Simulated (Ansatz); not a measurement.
## Lithium, bcc: convergence with cold smearing

Computed with Ansatz, LDA, scalar-relativistic PAW, on the relaxed cell (a = 3.363 Å; spin not included). Errors count from a run at 420 eV on a Γ-centred 22×22×22 mesh with Fermi-Dirac smearing of 0.1 eV, extrapolated to zero width. Fixed here: cutoff 420 eV, mesh 13×13×13. The SCF starts from atomic densities corrected by a trained network.

| width (eV) | E(σ→0) error (meV/atom) | F error (meV/atom) | P (GPa) | SCF iterations |
| --- | --- | --- | --- | --- |
| 0.01 | -1.0 | -1.0 | -0.03 | 5 |
| 0.03 | -1.0 | -1.0 | -0.04 | 5 |
| 0.1 | -1.2 | -1.2 | -0.04 | 5 |
| 0.2 | -1.2 | -1.7 | -0.04 | 5 |
| 0.3 | -1.9 | -2.2 | -0.04 | 5 |
| 0.6 | -1.1 | -4.1 | -0.02 | 5 |
| 1.0 | -2.4 | -14.2 | 0.03 | 5 |
